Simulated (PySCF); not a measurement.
C2H6O, SMILES COC. Coordinates come from a PBE-D3(BJ)/def2-TZVP optimisation.

These are PySCF with PBE-D3(BJ)/def2-TZVP values and carry that method's errors.

Harmonic wavenumbers (cm⁻¹): 217, 244, 401, 923, 1088, 1119, 1149, 1152, 1222, 1404, 1425, 1431, 1433, 1443, 1463, 2886, 2898, 2930, 2938, 3050, 3051. Rotational constants (GHz): 38.44, 10.02, 8.850; symmetry number 2.

**Question.** Work out the zero-point energy and the ideal-gas rigid-rotor harmonic-oscillator thermochemistry at 298.15 K and 1 atm.

**Answer.** ZPE = ½ Σ hcν = ½ × 33868 cm⁻¹ = 202.58 kJ/mol. H − E(el) = 216.51 kJ/mol. Entropy in J/(mol K): translation 156.51, rotation 86.58, vibration 21.74, total 264.84. G − E(el) = 137.55 kJ/mol. Cp = 63.87 J/(mol K).
